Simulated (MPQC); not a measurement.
# MgH2O2 (SMILES [OH][Mg][OH]): levels of theory compared

Wanted: a comparison of 4 runs (HF/STO-3G, HF/3-21G, HF/def2-SVP, PBE0/def2-SVP) of MgH2O2. 

The calculation is run with MPQC 2.3.1.

### 1 The molecule

MgH2O2: 5 atoms, total charge 0, spin state singlet. As SMILES, `[OH][Mg][OH]`. The shape comes from GFN2-xTB, which is rough for such elements, and wasn't checked as a minimum.

Bond lengths: O1–Mg2 1.722 Å, Mg2–O3 1.724 Å, O1–H4 0.953 Å, O3–H5 0.952 Å. Angles: O1–Mg2–O3 132.6°, Mg2–O1–H4 128.2°, Mg2–O3–H5 127.5°.

### 2 Energy and gradient at HF/STO-3G (run 1)

File input.in:

```
% H2MgO2
molecule<Molecule>: (
   symmetry = c1
   unit = angstrom
   { atoms geometry } = {
      O  [ -1.437470      -0.280920      -0.623910 ]
      Mg [ 0.067690      -0.917820      -0.080860 ]
      O  [ 1.473530      -0.177550       0.588660 ]
      H  [ -1.734150       0.624210      -0.608330 ]
      H  [ 1.630390       0.752070       0.724440 ]
   }
)
basis<GaussianBasisSet>: (
   name = "STO-3G"
   molecule = $:molecule
   basisdir = "."
   puream = yes
)
mpqc: (
   checkpoint = no
   savestate = no
   restart = no
   do_energy = yes
   do_gradient = yes
   optimize = no
   mole<CLHF>: (
      molecule = $:molecule
      basis = $:basis
      total_charge = 0
      memory = 1000000000
      print_evals = yes
      print_npa = yes
      maxiter = 120
      value_accuracy = 1e-08
      guess_wavefunction<ExtendedHuckelWfn>: (
         molecule = $:molecule
         total_charge = 0
         multiplicity = 1
         basis<GaussianBasisSet>: (
            name = "STO-3G"
            molecule = $:molecule
         )
      )
   )
)
```

The basis set STO-3G is read from a file made from the Basis Set Exchange's data (not shown).

The run is started by

```sh
$ mpqc input.in > input.out
```

Standard output:

```text
MPQC: Massively Parallel Quantum Chemistry
[...]
  CLSCF::init: total charge = 0
[...]
  nbasis = 21
[...]
  iter     1 energy = -334.8762118063 delta = 4.41495e-01
[...]
  LUMO is    16   A =   0.323810
  total scf energy = -345.9541756042
[...]
Value of the MolecularEnergy: -345.9541756042
  Gradient of the MolecularEnergy:
      1    0.0073598956
      2    0.0639331598
      3    0.0127788270
      4    0.0033102291
      5   -0.0509785057
      6   -0.0046102978
      7   -0.0162664850
      8    0.0641843613
      9   -0.0018716493
     10   -0.0044165451
     11   -0.0383701083
     12   -0.0080875871
[...]
      symmetry = c1
[...]
```

Wall time 0.21 s (1 thread of Arm Neoverse V2, shared host).

### 3 Energy and forces at HF/3-21G (run 2)

File run.in:

```
% H2MgO2
molecule<Molecule>: (
   symmetry = c1
   unit = angstrom
   { atoms geometry } = {
      O  [ -1.437470    -0.280920    -0.623910 ]
      Mg [ 0.067690    -0.917820    -0.080860 ]
      O  [ 1.473530    -0.177550     0.588660 ]
      H  [ -1.734150     0.624210    -0.608330 ]
      H  [ 1.630390     0.752070     0.724440 ]
   }
)
basis<GaussianBasisSet>: (
   name = "3-21G"
   molecule = $:molecule
   basisdir = "."
   puream = yes
)
mpqc: (
   checkpoint = no
   savestate = no
   restart = no
   do_energy = yes
   do_gradient = yes
   optimize = no
   mole<CLHF>: (
      molecule = $:molecule
      basis = $:basis
      total_charge = 0
      memory = 1000000000
      print_evals = yes
      print_npa = yes
      maxiter = 120
      value_accuracy = 1e-08
      guess_wavefunction<CLHF>: (
         molecule = $:molecule
         total_charge = 0
         memory = 1000000000
         value_accuracy = 1e-3
         basis<GaussianBasisSet>: (
            name = "STO-2G"
            molecule = $:molecule
         )
      )
   )
)
```

The basis set 3-21G is read from a file made from the Basis Set Exchange's data (not shown).

The run is started by

```sh
$ mpqc -o run.out run.in
```

Standard output:

```text
MPQC: Massively Parallel Quantum Chemistry
[...]
  LUMO is    16   A =   0.030908
  total scf energy = -348.5729139295
[...]
Value of the MolecularEnergy: -348.5729139295
  Gradient of the MolecularEnergy:
      1    0.0174520283
      2    0.0003780118
      3    0.0073062267
      4   -0.0011047111
      5    0.0091224219
      6    0.0005787955
      7   -0.0169405656
      8    0.0000134259
      9   -0.0070132033
     10    0.0100731514
     11   -0.0040703077
     12    0.0034322527
[...]
      symmetry = c1
[...]
```

It took 0.53 s on 1 thread of Arm Neoverse V2, shared host.

Run 3 isn't shown in full; the table further down has it.

### 4 Energy and forces at PBE0/def2-SVP (run 4)

File input.in:

```
molecule<Molecule>: (
   symmetry = c1
   unit = bohr
   { atoms geometry } = {
      O  [ -2.71642461    -0.53086186    -1.17901903 ]
      Mg [ 0.12791556    -1.73442843    -0.15280325 ]
      O  [ 2.78456814    -0.33552087     1.11240618 ]
      H  [ -3.27706856     1.17958594    -1.14957709 ]
      H  [ 3.08099058     1.42120633     1.36899319 ]
   }
)
basis<GaussianBasisSet>: (
   name = "def2-SVP"
   molecule = $:molecule
   basisdir = "."
   puream = yes
)
mpqc: (
   checkpoint = no
   savestate = no
   restart = no
   do_energy = yes
   do_gradient = yes
   optimize = no
   mole<CLKS>: (
      molecule = $:molecule
      basis = $:basis
      total_charge = 0
      memory = 1000000000
      print_evals = yes
      print_npa = yes
      maxiter = 120
      value_accuracy = 1e-08
      functional<SumDenFunctional>: (
         a0 = 0.25
         coefs = [ 0.75 1 ]
         funcs: [ <PBEXFunctional>: () <PBECFunctional>: () ]
      )
      integrator<RadialAngularIntegrator>: ( grid = xfine )
      guess_wavefunction<ExtendedHuckelWfn>: (
         molecule = $:molecule
         total_charge = 0
         multiplicity = 1
         basis<GaussianBasisSet>: (
            name = "STO-3G"
            molecule = $:molecule
         )
      )
   )
)
```

The basis set def2-SVP is read from a file made from the Basis Set Exchange's data (not shown).

The run is started by

```sh
$ mpqc input.in > input.out
```

Standard output:

```text
MPQC: Massively Parallel Quantum Chemistry
[...]
  CLSCF::init: total charge = 0
[...]
  nbasis = 56
[...]
  Integrated electron density error = -0.010249054356
  iter     1 energy = -340.4980288367 delta = 1.48331e-01
  Integrated electron density error = -0.002891612564
  iter     2 energy = -347.9642864218 delta = 1.27023e-01
[...]
  Integrated electron density error = -0.000006940714
  iter    13 energy = -351.3238573716 delta = 6.11720e-07
  Integrated electron density error = -0.000006940712
  iter    14 energy = -351.3238573716 delta = 2.05481e-07
  Integrated electron density error = -0.000006940709
  iter    15 energy = -351.3238573716 delta = 5.02568e-08
[...]
  LUMO is    16   A =  -0.063792
  total scf energy = -351.3238573716
[...]
  Integrated electron density error = -0.000006952160
  Total Gradient:
[...]
Value of the MolecularEnergy: -351.3238573716
  Gradient of the MolecularEnergy:
      1    0.0355473977
      2   -0.0024663433
      3    0.0144315887
      4   -0.0015507113
      5    0.0133776271
      6    0.0009775244
      7   -0.0344293046
      8   -0.0042423775
      9   -0.0148128102
     10    0.0047556797
     11   -0.0029504648
     12    0.0014781593
[...]
        symmetry = c1
[...]
```

Wall time 16 s (1 thread of Arm Neoverse V2, shared host); peak memory 0.17 GiB.

### 5 All runs side by side

```
run          level  starting guess  integration grid  energy (Eh)  HOMO energy (eV)  LUMO energy (eV)  HOMO–LUMO gap (eV)  wall time
  1      HF/STO-3G   huckel STO-3G                 –  -345.954176             -6.09              8.81               14.90     0.21 s
  2       HF/3-21G          STO-2G                 –  -348.572914            -10.71              0.84               11.56     0.53 s
  3    HF/def2-SVP          STO-3G                 –  -350.360749            -11.70              0.20               11.91      2.3 s
  4  PBE0/def2-SVP   huckel STO-3G             xfine  -351.323857             -7.40             -1.74                5.66       16 s
```

### 6 Outcome

| quantity | value |
| --- | --- |
| run 4: total energy | -351.32386 Eh |
| run 4: HOMO energy | -7.40 eV |
| run 4: LUMO energy | -1.74 eV |
| run 4: HOMO–LUMO gap | 5.66 eV |
| run 4: largest force on an atom | 1.977 eV/Å |

What this shows: The HOMO–LUMO gap runs from 5.66 eV (PBE0/def2-SVP) to 14.90 eV (HF/STO-3G). The two ends differ in method and basis. In run 1 the basis is minimal, so the values are rough. All runs together took 19 s, the longest 16 s.
